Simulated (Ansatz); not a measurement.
C4H8O can be A, `OC1CCC1`, or B, `CC1(O)CC1`.

Isolated molecules relaxed with PBE0-D4/def2-TZVP in Ansatz; ΔE leaves out vibrations. CCSD(T)/CBS is the MP2 limit (def2-TZVPP, def2-QZVPP) plus CCSD(T) − MP2 in def2-TZVPP, frozen cores. DFT in def2-TZVPP. B3LYP here is the variant with VWN-RPA as its local correlation; programs differ in this. Each species was taken in one conformer, which may not be the lowest.

Question: Which isomer does CCSD(T)/CBS put lower? Give the gap. (Best estimate.)

Answer: Computed: A, by 6.5 kJ/mol.

Question: Give E(B) − E(A) in kJ/mol with MP2/def2-TZVPP, B3LYP, ωB97M-V, PBE0-D4, CCSD/def2-TZVPP, PBE-D4, r2SCAN-D4. (Estimate.)

Answer: Ansatz gave: MP2/def2-TZVPP 3.4, B3LYP 0.8, ωB97M-V 3.6, PBE0-D4 3.9, CCSD/def2-TZVPP 7.0, PBE-D4 2.5, r2SCAN-D4 -2.7. The order is the other way round with r2SCAN-D4.

Largest T1 diagnostic: 0.009.
